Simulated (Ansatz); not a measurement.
## Active spaces for PH₃, singlet

Computed with Ansatz's Gaussian-basis code (development build). Basis cc-pVDZ, nonrelativistic, 5 orbitals frozen in the corrections. State-specific CASSCF; RHF is the lowest restricted (open-shell) Hartree–Fock solution met. No symmetry is imposed, so a solution can break that of the shape. The lowest solution met needn't be the lowest there is, nor hold the orbitals that a chemist would pick.

Geometry:

```xyz
4

P     0.0000    0.0000    0.1406
H     1.2922    0.0000   -0.7030
H    -0.6461    1.1191   -0.7030
H    -0.6461   -1.1191   -0.7030
```

Problem. What do CASSCF and its corrections give against RHF in CAS(8,7), and what are the occupations?

Solution. CASSCF -1.587 eV, SC-NEVPT2 -3.921 eV; occupations 1.99, 1.97, 1.96, 1.96, 0.04, 0.04, 0.03.
